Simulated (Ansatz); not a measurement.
Steps of a relaxation of C$_{3}$H$_{4}$S, SMILES `C#CSC` with RKS PBE-D4/def2-SVP.

```sh
$ ansatz run in.yaml --threads 2 --pin off --events-out ev --progress --plain --max-ram 4352MiB
```

```yaml
crystal:
  periodic: [false, false, false]
  atoms:
    - {symbol: C, position_ang: [2.096700, -0.374400, 0.834900]}
    - {symbol: C, position_ang: [0.903100, -0.656600, 0.644200]}
    - {symbol: S, position_ang: [-0.732500, -1.116400, 0.385100]}
    - {symbol: C, position_ang: [-1.177900, 0.315600, -0.571700]}
    - {symbol: H, position_ang: [3.064200, -0.054500, 0.966800]}
    - {symbol: H, position_ang: [-1.146500, 1.243300, 0.008500]}
    - {symbol: H, position_ang: [-0.647200, 0.391700, -1.488800]}
    - {symbol: H, position_ang: [-2.267700, 0.194300, -0.834900]}
basis:
  gaussian: {orbitals: def2-SVP}
hamiltonian: {xc: pbe, dispersion: d4}
relax: {f_tol: 0.03, max_steps: 200}
```

Positions (Å) and forces (eV/Å) along the path, 5 of 5 steps:

```xyz
8
step=1 energy=-13994.6170 eV
C     2.097   -0.374    0.835   -3.533   -0.858   -0.567
C     0.903   -0.657    0.644    0.731   -0.249    0.289
S    -0.733   -1.116    0.385    1.194   -0.198    0.494
C    -1.178    0.316   -0.572   -2.505    0.295    0.375
H     3.064   -0.054    0.967    2.299    0.646    0.363
H    -1.147    1.243    0.009    0.343    0.331    0.249
H    -0.647    0.392   -1.489    1.000    0.128   -1.276
H    -2.268    0.194   -0.835    0.471   -0.094    0.073
8
step=2 energy=-13994.7922 eV
C     2.129   -0.401    0.862   -0.365    0.065   -0.106
C     0.946   -0.657    0.657   -0.519   -0.153   -0.130
S    -0.686   -1.080    0.380    0.572   -0.319    0.363
C    -1.245    0.331   -0.593   -0.758    0.348   -0.044
H     3.143   -0.095    1.018    0.408    0.004    0.116
H    -1.180    1.268   -0.011    0.099    0.088    0.021
H    -0.692    0.416   -1.533    0.271    0.061   -0.332
H    -2.323    0.160   -0.834    0.291   -0.094    0.112
8
step=3 energy=-13994.8156 eV
C     2.123   -0.398    0.859    0.166    0.179   -0.005
C     0.940   -0.655    0.651   -0.172   -0.084   -0.050
S    -0.674   -1.085    0.384    0.128   -0.064    0.089
C    -1.255    0.341   -0.596   -0.111    0.142   -0.116
H     3.151   -0.105    1.029   -0.061   -0.106    0.026
H    -1.177    1.282   -0.018    0.016   -0.043    0.003
H    -0.694    0.428   -1.547    0.004   -0.023    0.042
H    -2.322    0.137   -0.819    0.031   -0.001    0.011
8
step=4 energy=-13994.8201 eV
C     2.128   -0.375    0.857    0.006   -0.014    0.014
C     0.948   -0.644    0.642   -0.013    0.016   -0.017
S    -0.664   -1.080    0.383    0.035    0.005    0.008
C    -1.265    0.345   -0.602    0.004   -0.020    0.013
H     3.165   -0.140    1.051   -0.021   -0.002   -0.007
H    -1.186    1.282   -0.020    0.007    0.007    0.000
H    -0.705    0.427   -1.552    0.008    0.005   -0.002
H    -2.329    0.129   -0.815   -0.026    0.003   -0.010
8
step=5 energy=-13994.8202 eV
C     2.128   -0.376    0.859    0.008   -0.001    0.003
C     0.948   -0.641    0.640   -0.001    0.004   -0.003
S    -0.661   -1.081    0.384   -0.021    0.015   -0.015
C    -1.266    0.343   -0.601   -0.010   -0.004   -0.001
H     3.165   -0.140    1.051    0.003    0.000    0.001
H    -1.185    1.281   -0.020    0.005   -0.008   -0.006
H    -0.705    0.426   -1.552    0.000    0.002    0.011
H    -2.332    0.132   -0.816    0.016   -0.008    0.010
```

Run time 6 s (2 threads of an Arm Neoverse V1 on a shared host); peak host memory 0.11 GiB.
